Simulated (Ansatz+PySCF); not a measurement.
**doublet C3H5: levels of theory in one basis**

```xyz
8

H     0.0000   -1.2526   -1.3406
C     0.0000   -0.1702   -1.2718
C     0.0000    0.4901    0.0000
C     0.0000   -0.1702    1.2718
H     0.0000    0.3886    2.1989
H     0.0000    0.3886   -2.1989
H     0.0000    1.5784    0.0000
H     0.0000   -1.2526    1.3406
```

Basis set: cc-pVTZ (spherical functions). Frozen core: 3 orbitals. Correlation on ROHF uses semicanonical orbitals with singles. Charge 0, multiplicity 2.

Computed with Ansatz (development build ahead of 0.2.0); each method stands on the lowest determinant of its kind that the runs found.

```csv
method,E − E(ROHF) (eV),<S²> of the determinant
ROHF,0.00,0.75
UHF,-0.75,1.01
ROHF-MP2,-13.39,–
```

(1) What does UHF-MP2 give on the same scale?

## Answers

(1) -13.10 eV.

Caution for ROHF, ROHF-MP2: an unrestricted determinant lies well below; the determinant breaks the point group. Caution for UHF, UHF-MP2: the unrestricted determinant is spin contaminated. Caution for ROHF-MP2, UHF-MP2: forces differ strongly between restricted and unrestricted references. Caution for ROHF-MP2: another reference gives a lower total.
